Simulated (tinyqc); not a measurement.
Worked calculation (part 2 of 3): LCCD on RHF in the sto-3g basis, for CH3+, spin multiplicity 1. Computed by tinyqc, a small Python program that keeps every step (integrals from PySCF). Command: `OMP_NUM_THREADS=1 python tinyqc.py 30215 30216 out.jsonl` (the two numbers bound the seeds that draw the settings). One thread of a shared host (Intel(R) Xeon(R) Processor @ 2.60GHz), about 0.2 s of CPU time with the checks.

Geometry (angstrom):
```
atom          x          y         z
C      0.000000   0.000000  0.058000
H      1.215000   0.000000  0.000000
H     -0.607000   1.052000  0.000000
H     -0.607000  -1.052000  0.000000
```

## Iteration 1: diagonalisation and new density

Fock matrix F (hartree), lower triangle:
```
             1C 1s      1C 2s     1C 2px     1C 2py     1C 2pz      2H 1s      3H 1s      4H 1s
1C 1s   -11.852699
1C 2s    -3.145310  -2.086655
1C 2px    0.000008   0.000058  -0.636035
1C 2py    0.000000   0.000000   0.000000  -0.636235
1C 2pz    0.001326   0.013778  -0.000005   0.000000  -0.485560
2H 1s    -0.607075  -0.827850  -0.485769   0.000000   0.025769  -0.709998
3H 1s    -0.607687  -0.828386   0.242881  -0.420946   0.025788  -0.234979  -0.710395
4H 1s    -0.607687  -0.828386   0.242881   0.420946   0.025788  -0.234979  -0.235017  -0.710395
```

X, lower triangle:
```
            1C 1s      1C 2s     1C 2px     1C 2py    1C 2pz      2H 1s      3H 1s     4H 1s
1C 1s    1.027835
1C 2s   -0.158374   1.299741
1C 2px   0.000004  -0.000077   1.139570
1C 2py   0.000000   0.000000   0.000000   1.139773
1C 2pz   0.001352  -0.012833   0.000005   0.000000  1.000598
2H 1s    0.023651  -0.270157  -0.282591   0.000000  0.012631   1.184561
3H 1s    0.023659  -0.270395   0.141326  -0.244954  0.012645  -0.022318   1.184806
4H 1s    0.023659  -0.270395   0.141326   0.244954  0.012645  -0.022318  -0.022350  1.184806
```

Diagonalise F' = X^T F X, C = X C', fill 4 alpha and 4 beta electrons from the bottom; D = 2 C_occ C_occ^T. Each column has its largest component positive (the first on a tie).

F' = X^T F X (hartree), lower triangle:
```
            1          2          3          4          5          6          7          8
1  -11.622038
2   -1.568788  -1.196309
3   -0.000004  -0.000038  -0.413563
4    0.000000   0.000000   0.000000  -0.413470
5    0.002737  -0.004591   0.000002   0.000000  -0.484612
6   -0.070967  -0.377642  -0.359398   0.000000   0.016177  -0.332806
7   -0.071141  -0.377939   0.179712  -0.311488   0.016193  -0.061512  -0.332765
8   -0.071141  -0.377939   0.179712   0.311488   0.016193  -0.061512  -0.061573  -0.332765
```

orbital energies (hartree): MO1 -11.857131, MO2 -1.388471, MO3 -0.788549, MO4 -0.788323, MO5 -0.485942, MO6 -0.027259, MO7 0.103460, MO8 0.103887

coefficients C:
```
              MO1        MO2        MO3        MO4        MO5        MO6        MO7        MO8
1C 1s    0.994072  -0.242900   0.000000  -0.000021  -0.012288  -0.189414   0.000182   0.000000
1C 2s    0.025110   0.824779   0.000000   0.000135   0.061213   1.117651  -0.001235   0.000000
1C 2px  -0.000001  -0.000050   0.000000   0.643314  -0.000011   0.000824   1.002282   0.000000
1C 2py   0.000000   0.000000   0.643230   0.000000   0.000000   0.000000   0.000000   1.002668
1C 2pz  -0.000353  -0.011229   0.000000   0.000009   0.997483  -0.082114   0.000087   0.000000
2H 1s   -0.003690   0.142323   0.000000   0.423701  -0.025156  -0.697829  -0.932927   0.000000
3H 1s   -0.003692   0.142450   0.366871  -0.211777  -0.025157  -0.696914   0.467417  -0.808715
4H 1s   -0.003692   0.142450  -0.366871  -0.211777  -0.025157  -0.696914   0.467417   0.808715
```

D after iteration 1, lower triangle:
```
            1C 1s      1C 2s     1C 2px     1C 2py     1C 2pz      2H 1s      3H 1s     4H 1s
1C 1s    2.094357
1C 2s   -0.350754   1.361783
1C 2px  -0.000006   0.000091   0.827706
1C 2py   0.000000   0.000000   0.000000   0.827490
1C 2pz   0.004753  -0.018540   0.000013   0.000000   0.000252
2H 1s   -0.076495   0.234699   0.545131   0.000000  -0.003186   0.399583
3H 1s   -0.076533   0.234736  -0.272492   0.471965  -0.003200  -0.138885   0.399499
4H 1s   -0.076533   0.234736  -0.272492  -0.471965  -0.003200  -0.138885  -0.138879  0.399499
```

## Iteration 8 (converged): orbitals

converged F (hartree), lower triangle:
```
             1C 1s      1C 2s     1C 2px     1C 2py     1C 2pz      2H 1s      3H 1s      4H 1s
1C 1s   -11.557505
1C 2s    -3.090735  -1.887041
1C 2px    0.000004   0.000052  -0.696300
1C 2py    0.000000   0.000000   0.000000  -0.696504
1C 2pz   -0.000765   0.016016  -0.000010   0.000000  -0.207846
2H 1s    -0.589267  -0.766380  -0.569456   0.000000   0.022110  -0.693251
3H 1s    -0.589861  -0.766853   0.284704  -0.493389   0.022130  -0.181524  -0.693606
4H 1s    -0.589861  -0.766853   0.284704   0.493389   0.022130  -0.181524  -0.181537  -0.693606
```

As before.

F' = X^T F X (hartree), lower triangle:
```
            1          2          3          4          5          6          7          8
1  -11.321525
2   -1.587468  -0.972248
3   -0.000006  -0.000047  -0.415376
4    0.000000   0.000000   0.000000  -0.415266
5    0.000814  -0.002854  -0.000003   0.000000  -0.206874
6   -0.058693  -0.381841  -0.452592   0.000000   0.015820  -0.285561
7   -0.058858  -0.382109   0.226298  -0.392178   0.015838  -0.039217  -0.285488
8   -0.058858  -0.382109   0.226298   0.392178   0.015838  -0.039217  -0.039282  -0.285488
```

orbital energies (hartree): MO1 -11.563094, MO2 -1.213449, MO3 -0.891765, MO4 -0.891576, MO5 -0.208395, MO6 0.120300, MO7 0.229859, MO8 0.230292

coefficients C:
```
              MO1        MO2        MO3        MO4        MO5        MO6        MO7        MO8
1C 1s    0.993234  -0.234108   0.000000  -0.000034  -0.016637  -0.203983   0.000229   0.000000
1C 2s    0.029138   0.765995   0.000000   0.000177   0.081764   1.157367  -0.001462   0.000000
1C 2px  -0.000002  -0.000088   0.000000   0.638846  -0.000006   0.000996   1.005136   0.000000
1C 2py   0.000000   0.000000   0.638779   0.000000   0.000000   0.000000   0.000000   1.005509
1C 2pz  -0.000266  -0.011179   0.000000   0.000008   0.996096  -0.097514   0.000111   0.000000
2H 1s   -0.005245   0.178025   0.000000   0.427861  -0.034729  -0.689303  -0.930920   0.000000
3H 1s   -0.005248   0.178190   0.370452  -0.213844  -0.034726  -0.688145   0.466582  -0.807081
4H 1s   -0.005248   0.178190  -0.370452  -0.213844  -0.034726  -0.688145   0.466582   0.807081
```

D after iteration 8, lower triangle:
```
            1C 1s      1C 2s     1C 2px     1C 2py     1C 2pz      2H 1s      3H 1s     4H 1s
1C 1s    2.082642
1C 2s   -0.300768   1.175195
1C 2px  -0.000005   0.000090   0.816249
1C 2py   0.000000   0.000000   0.000000   0.816078
1C 2pz   0.004707  -0.017142   0.000013   0.000000   0.000250
2H 1s   -0.093802   0.272578   0.546643   0.000000  -0.003970   0.429570
3H 1s   -0.093842   0.272604  -0.273258   0.473274  -0.003985  -0.119491   0.429486
4H 1s   -0.093842   0.272604  -0.273258  -0.473274  -0.003985  -0.119491  -0.119453  0.429486
```

## Convergence

Stop when the energy changes by less than 1e-10 hartree and every element of the error matrix X^T (F D S - S D F) X is below 3e-06.

Course of the cycle:
```
iteration   E (hartree)     change  largest element of the error matrix
1          -35.64094518          -                             6.00e-01
2          -38.75367120  -3.11e+00                             6.11e-02
3          -38.75969007  -6.02e-03                             1.09e-02
4          -38.75998296  -2.93e-04                             3.49e-03
5          -38.76000496  -2.20e-05                             6.16e-05
6          -38.76000497  -1.22e-08                             9.83e-06
7          -38.76000497  -1.24e-10                             1.11e-07
8          -38.76000497  -4.26e-14                             3.80e-09
```

PySCF RHF in the same basis = -38.76000497 hartree

Converged in 8 iterations.

## Populations, bond orders and dipole

overlap S, lower triangle:
```
           1C 1s     1C 2s     1C 2px     1C 2py     1C 2pz     2H 1s     3H 1s     4H 1s
1C 1s   1.000000
1C 2s   0.248362  1.000000
1C 2px  0.000000  0.000000   1.000000
1C 2py  0.000000  0.000000   0.000000   1.000000
1C 2pz  0.000000  0.000000   0.000000   0.000000   1.000000
2H 1s   0.046420  0.420620   0.420649   0.000000  -0.020080  1.000000
3H 1s   0.046467  0.420854  -0.210312   0.364494  -0.020096  0.100282  1.000000
4H 1s   0.046467  0.420854  -0.210312  -0.364494  -0.020096  0.100282  0.100265  1.000000
```

Mulliken: Z minus the diagonal of D S on the atom; Loewdin: the same with S^(1/2) D S^(1/2); Mayer order: 2 sum_s sum (D(s) S)_ij (D(s) S)_ji over the two atoms.

Charges (e):
```
atom  Mulliken   Loewdin
1C    0.237821  0.418679
2H    0.254073  0.193821
3H    0.254053  0.193750
4H    0.254053  0.193750
```

Mayer bond orders:
```
pair     order
2-1   0.918171
3-1   0.918177
3-2   0.008638
4-1   0.918177
4-2   0.008638
4-3   0.008642
```

dipole moment about the origin, x y z (debye): 0.001303  0.000000  0.165493

## Integrals over molecular orbitals

core Hamiltonian H = T + V (hartree), lower triangle:
```
             1C 1s      1C 2s     1C 2px     1C 2py     1C 2pz      2H 1s      3H 1s      4H 1s
1C 1s   -19.067059
1C 2s    -4.602341  -6.002423
1C 2px    0.000004   0.000018  -5.005115
1C 2py    0.000000   0.000000   0.000000  -5.005288
1C 2pz    0.001947   0.020943  -0.000003   0.000000  -4.853417
2H 1s    -0.868239  -2.165145  -1.870712   0.000000   0.093527  -3.545675
3H 1s    -0.869121  -2.166568   0.935377  -1.621136   0.093606  -0.494930  -3.546536
4H 1s    -0.869121  -2.166568   0.935377   1.621136   0.093606  -0.494930  -0.494943  -3.546536
```

Given earlier and not repeated: Two-electron integrals (ij|kl) in chemists' order.

(pq|rs) = sum C_ip C_jq C_kr C_ls (ij|kl), one index at a time.

one-electron integrals over orbitals h = C^T H C (hartree), lower triangle:
```
            1          2          3          4          5          6          7          8
1  -19.052644
2    0.370150  -4.906162
3    0.000000   0.000000  -4.414407
4    0.000053   0.000026   0.000000  -4.414100
5    0.028159  -0.035050   0.000000  -0.000028  -4.847079
6    0.297611  -0.844395   0.000000  -0.001260   0.089385  -3.500429
7   -0.000334   0.000984   0.000000  -0.926299  -0.000074  -0.000223  -3.773592
8    0.000000   0.000000  -0.926310   0.000000   0.000000   0.000000   0.000000  -3.773695
```

Two-electron integrals over orbitals (pq|rs), unique and non-zero (hartree):
```
(11|11) 3.507605    (21|11) -0.309716   (21|21) 0.043101    (22|11) 0.735914
(22|21) -0.010912   (22|22) 0.519050    (31|31) 0.010031    (32|31) 0.015411
(32|32) 0.115929    (33|11) 0.643333    (33|21) -0.004675   (33|22) 0.494214
(33|33) 0.525851    (41|11) -0.000045   (41|21) 4.73e-06    (41|22) -0.000007
(41|33) -0.002821   (41|41) 0.010032    (42|11) -3.12e-06   (42|21) -3.35e-06
(42|22) -0.000050   (42|33) -0.043898   (42|41) 0.015409    (42|42) 0.115865
(43|31) -0.002819   (43|32) -0.043895   (43|43) 0.040773    (44|11) 0.643307
(44|21) -0.004676   (44|22) 0.494151    (44|33) 0.444216    (44|41) 0.002826
(44|42) 0.043937    (44|44) 0.525848    (51|11) -0.021875   (51|21) 0.002778
(51|22) -0.001706   (51|33) -0.000721   (51|41) 5.92e-07    (51|42) 1.70e-07
(51|44) -0.000721   (51|51) 0.021752    (52|11) 0.015117    (52|21) -0.000981
(52|22) 0.000529    (52|33) 0.001056    (52|41) 7.22e-09    (52|42) 1.11e-06
(52|44) 0.001058    (52|51) 0.024975    (52|52) 0.100735    (53|31) 0.000484
(53|32) -0.001419   (53|43) 0.002144    (53|53) 0.023245    (54|11) 0.000008
(54|21) -3.13e-07   (54|22) 3.67e-06    (54|33) 0.002146    (54|41) 0.000485
(54|42) -0.001417   (54|44) -0.002143   (54|51) 3.82e-06    (54|52) 0.000011
(54|54) 0.023243    (55|11) 0.850536    (55|21) -0.009657   (55|22) 0.553711
(55|33) 0.499802    (55|41) -1.17e-06   (55|42) -3.41e-06   (55|44) 0.499780
(55|51) 0.002652    (55|52) 0.018609    (55|54) 0.000007    (55|55) 0.672132
(61|11) -0.264421   (61|21) 0.037352    (61|22) -0.008915   (61|33) -0.003697
(61|41) 0.000019    (61|42) 0.000020    (61|44) -0.003690   (61|51) 0.000683
(61|52) -0.002752   (61|54) 1.85e-07    (61|55) -0.007218   (61|61) 0.032543
(62|11) 0.259047    (62|21) -0.009344   (62|22) 0.085150    (62|33) 0.056313
(62|41) 0.000010    (62|42) 0.000041    (62|44) 0.056310    (62|51) -0.002666
(62|52) -0.002646   (62|54) 4.19e-06    (62|55) 0.132715    (62|61) -0.007472
(62|62) 0.071708    (63|31) 0.004965    (63|32) -0.026612   (63|43) 0.033142
(63|53) 0.002725    (63|63) 0.059502    (64|11) 0.000353    (64|21) -0.000008
(64|22) 0.000151    (64|33) 0.033270    (64|41) 0.004964    (64|42) -0.026645
(64|44) -0.033086   (64|51) -3.78e-07   (64|52) 0.000007    (64|54) 0.002729
(64|55) 0.000186    (64|61) 5.60e-07    (64|62) 0.000125    (64|64) 0.059612
(65|11) -0.021199   (65|21) -0.000095   (65|22) -0.010618   (65|33) -0.005569
(65|41) 1.35e-06    (65|42) 0.000009    (65|44) -0.005561   (65|51) 0.019600
(65|52) 0.066393    (65|54) 0.000031    (65|55) -0.007534   (65|61) -0.001674
(65|62) -0.012461   (65|64) -0.000014   (65|65) 0.049756    (66|11) 0.587868
(66|21) -0.008496   (66|22) 0.446066    (66|33) 0.443965    (66|41) 0.000025
(66|42) 0.000205    (66|44) 0.444148    (66|51) -0.004206   (66|52) -0.011920
(66|54) -0.000009   (66|55) 0.452454    (66|61) -0.006471   (66|62) 0.027626
(66|64) -0.000059   (66|65) -0.010902   (66|66) 0.441818    (71|11) 0.000297
(71|21) -0.000044   (71|22) 3.20e-06    (71|33) -0.003117   (71|41) 0.013422
(71|42) 0.019169    (71|44) 0.003132    (71|51) -9.16e-07   (71|52) 2.79e-06
(71|54) 0.000661    (71|55) 0.000008    (71|61) -0.000018   (71|62) 0.000023
(71|64) 0.006371    (71|65) 3.33e-06    (71|66) 0.000040    (71|71) 0.018016
(72|11) -0.000313   (72|21) 0.000010    (72|22) -0.000100   (72|33) 0.017235
(72|41) 0.010668    (72|42) 0.021616    (72|44) -0.017353   (72|51) 2.67e-06
(72|52) -9.47e-08   (72|54) 0.003807    (72|55) -0.000156   (72|61) 0.000023
(72|62) -0.000048   (72|64) 0.042725    (72|65) 0.000015    (72|66) -0.000034
(72|71) 0.013568    (72|72) 0.048838    (73|31) 0.002891    (73|32) 0.043666
(73|43) -0.014321   (73|53) -0.002072   (73|63) -0.029573   (73|73) 0.034900
(74|11) 0.266655    (74|21) -0.005756   (74|22) 0.095689    (74|33) 0.083632
(74|41) -0.002901   (74|42) -0.043601   (74|44) 0.055065    (74|51) 0.000007
(74|52) 0.007312    (74|54) 0.002071    (74|55) 0.133629    (74|61) -0.004607
(74|62) 0.076162    (74|64) 0.029641    (74|65) -0.005974   (74|66) 0.026717
(74|71) -0.003918   (74|72) 0.005938    (74|74) 0.122520    (75|11) 0.000018
(75|21) -9.84e-09   (75|22) 0.000006    (75|33) -0.003709   (75|41) 0.001181
(75|42) 0.008546    (75|44) 0.003722    (75|51) -0.000022   (75|52) -0.000077
(75|54) 0.018249    (75|55) 3.64e-06    (75|61) 3.55e-06    (75|62) 0.000015
(75|64) -0.004356   (75|65) -0.000035   (75|66) 0.000027    (75|71) 0.001537
(75|72) 0.000948    (75|74) -0.003866   (75|75) 0.019150    (76|11) 0.000058
(76|21) -5.44e-07   (76|22) -0.000027   (76|33) -0.051535   (76|41) 0.012449
(76|42) 0.104709    (76|44) 0.051617    (76|51) 4.02e-06    (76|52) 0.000015
(76|54) -0.004414   (76|55) 0.000014    (76|61) 0.000018    (76|62) 0.000034
(76|64) -0.054960   (76|65) 0.000018    (76|66) 0.000249    (76|71) 0.015886
(76|72) -0.006904   (76|74) -0.055010   (76|75) 0.008242    (76|76) 0.125817
(77|11) 0.680298    (77|21) -0.007809   (77|22) 0.482051    (77|33) 0.439704
(77|41) -2.03e-07   (77|42) 0.031684    (77|44) 0.511810    (77|51) -0.000543
(77|52) 0.002122    (77|54) -0.002998   (77|55) 0.491333    (77|61) -0.006004
(77|62) 0.051437    (77|64) -0.043066   (77|65) -0.003660   (77|66) 0.452670
(77|71) -0.000266   (77|72) -0.027947   (77|74) 0.043861    (77|75) 0.003302
(77|76) 0.052306    (77|77) 0.525550    (81|31) 0.013425    (81|32) 0.019176
(81|43) -0.003120   (81|53) 0.000661    (81|63) 0.006375    (81|73) 0.003913
(81|81) 0.018026    (82|31) 0.010666    (82|32) 0.021584    (82|43) 0.017300
(82|53) 0.003808    (82|63) 0.042718    (82|73) -0.006121   (82|81) 0.013570
(82|82) 0.048841    (83|11) 0.266668    (83|21) -0.005758   (83|22) 0.095648
(83|33) 0.055062    (83|41) 0.002895    (83|42) 0.043616    (83|44) 0.083673
(83|51) 0.000007    (83|52) 0.007314    (83|54) -0.002066   (83|55) 0.133623
(83|61) -0.004600   (83|62) 0.076166    (83|64) -0.029454   (83|65) -0.005965
(83|66) 0.026934    (83|71) 0.003923    (83|72) -0.006159   (83|74) 0.055477
(83|75) 0.003878    (83|76) 0.055098    (83|77) 0.078812    (83|83) 0.122551
(84|31) 0.002898    (84|32) 0.043633    (84|43) -0.014280   (84|53) -0.002068
(84|63) -0.029501   (84|73) 0.032298    (84|81) 0.003921    (84|82) -0.006068
(84|84) 0.034829    (85|31) 0.001181    (85|32) 0.008550    (85|43) -0.003711
(85|53) 0.018250    (85|63) -0.004350   (85|73) 0.003879    (85|81) 0.001538
(85|82) 0.000947    (85|84) 0.003874    (85|85) 0.019153    (86|31) 0.012450
(86|32) 0.104689    (86|43) -0.051457   (86|53) -0.004409   (86|63) -0.054792
(86|73) 0.055102    (86|81) 0.015892    (86|82) -0.006872   (86|84) 0.055038
(86|85) 0.008237    (86|86) 0.125621    (87|31) -0.000041   (87|32) -0.032027
(87|43) 0.036195    (87|53) 0.003012    (87|63) 0.043278    (87|73) -0.017696
(87|81) 0.000221    (87|82) 0.027908    (87|84) -0.017641   (87|85) -0.003324
(87|86) -0.052574   (87|87) 0.043099    (88|11) 0.680434    (88|21) -0.007813
(88|22) 0.482128    (88|33) 0.511950    (88|41) -0.000027   (88|42) -0.031899
(88|44) 0.439605    (88|51) -0.000543   (88|52) 0.002124    (88|54) 0.003010
(88|55) 0.491393    (88|61) -0.006007   (88|62) 0.051485    (88|64) 0.043343
(88|65) -0.003668   (88|66) 0.452493    (88|71) 0.000247    (88|72) 0.027843
(88|74) 0.078910    (88|75) -0.003313   (88|76) -0.052512   (88|77) 0.439890
(88|83) 0.043755    (88|88) 0.525825
```

## LCCD: starting amplitudes

t_ij^ab = <ij||ab> / (e_i + e_j - e_a - e_b), whose energy is MP2.

Starting amplitudes (spin orbitals 1a, 1b, ...; amplitudes related by a flip of all spins are not repeated; the 24 largest):
```
from      to          t
4a 4b  7a 7b  -0.054627
3a 3b  8a 8b  -0.054610
2a 2b  5a 5b  -0.050114
2a 4b  6a 7b  -0.031021
2a 3b  6a 8b  -0.031015
4a 4b  6a 6b  -0.029456
3a 3b  6a 6b  -0.029397
2a 2b  6a 6b  -0.026882
3a 4b  7b 8a   0.024728
2a 4b  6b 7a   0.017402
2a 3b  6b 8a   0.017395
4a 4b  5a 5b  -0.017011
3a 3b  5a 5b  -0.017007
2a 2b  7a 7b  -0.016919
2a 2b  8a 8b  -0.016915
3a 3b  7a 7b  -0.015558
4a 4b  8a 8b  -0.015523
3a 4b  7a 8b  -0.014396
4a 4b  6a 7b  -0.013894
3a 3b  6a 7b   0.013860
3a 4b  6a 8b   0.013825
3a 4b  6b 8a  -0.013803
2a 3a  6a 8a  -0.013620
2a 4a  6a 7a  -0.013619
```

correlation energy = -0.04969905 hartree

## LCCD: amplitude update 1

t_ij^ab D_ij^ab are set to the remaining terms of the spin-orbital equations, evaluated with the old amplitudes; for the doubles these are <ij||ab> + 1/2 <ab||ef> t_ij^ef + 1/2 <mn||ij> t_mn^ab + P(ij)P(ab) <mb||ej> t_im^ae, D the orbital-energy denominators (linear CCD).

Amplitudes after update 1 (spin orbitals 1a, 1b, ...; amplitudes related by a flip of all spins are not repeated; the 24 largest):
```
from      to          t
4a 4b  7a 7b  -0.070945
3a 3b  8a 8b  -0.070919
2a 2b  5a 5b  -0.067602
2a 4b  6a 7b  -0.039805
2a 3b  6a 8b  -0.039794
4a 4b  6a 6b  -0.039436
3a 3b  6a 6b  -0.039350
2a 2b  6a 6b  -0.031135
3a 4b  7b 8a   0.030639
2a 4b  6b 7a   0.026051
2a 3b  6b 8a   0.026036
3a 4b  7a 8b  -0.022219
2a 2b  7a 7b  -0.020554
2a 2b  8a 8b  -0.020550
4a 4b  5a 5b  -0.019608
3a 3b  5a 5b  -0.019602
4a 4b  6a 7b  -0.019496
3a 3b  6a 7b   0.019453
3a 4b  6a 8b   0.019398
3a 4b  6b 8a  -0.019377
3a 3b  7a 7b  -0.018161
4a 4b  8a 8b  -0.018113
2a 3a  6a 8a  -0.013758
2a 4a  6a 7a  -0.013755
```

correlation energy = -0.06433092 hartree
